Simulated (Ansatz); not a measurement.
Worked example: correlation energy of SiO⁺, doublet

Geometry: that of the SiO⁺, quartet, kept fixed.

```tsv
atom	x (Å)	y (Å)	z (Å)
Si	0.0000	0.0000	0.0000
O	0.0000	0.0000	1.7135
```

Basis cc-pVDZ; Ansatz 0.2.0. Only valence electrons are correlated (noble-gas cores frozen), which leaves 9 electrons in 26 orbitals. Prefix R: restricted or restricted open-shell reference; prefix U: unrestricted.

Full CI isn't at hand for all of this; UCCSDT(Q) serves as the reference, and is uncertain by the last step of the cluster series or more.

UCCSD has a T1 diagnostic of 0.026 and a largest doubles amplitude of 0.08.

Runs differ by some tens of microhartree through their thresholds and, for an open shell, their frozen cores, so steps under 0.03 kcal/mol mean nothing.

Here the R and U totals at CCSDT(Q) differ by 0.14 kcal/mol, a measure of how far such totals hang on the determinant and its frozen core.

```
    level  total energy (hartree)
      UHF             -363.439786
     UMP2             -363.638509
    UCCSD             -363.664283
 UCCSD(T)             -363.670727
   UCCSDT             -363.671807
UCCSDT(Q)             -363.672513
```

Q: What is the correlation energy at UCCSDT(Q), and what share of it do UMP2 and UCCSD recover?

A: E(corr) = -363.672513 − (-363.439786) = -0.232727 hartree = -6.333 eV. UMP2: -0.198723 / -0.232727 = 85.39 %. UCCSD: -0.224497 / -0.232727 = 96.46 %.

Q: By how many kcal/mol does UCCSD(T) miss UCCSDT(Q) (1 hartree = 627.509 kcal/mol), and which steps make up the rest?

A: -363.670727 − (-363.672513) = 0.001786 hartree = 1.12 kcal/mol. Steps: UCCSDT − UCCSD(T) = -0.68, UCCSDT(Q) − UCCSDT = -0.44 kcal/mol. Differences between like states or geometries often cancel part of this.
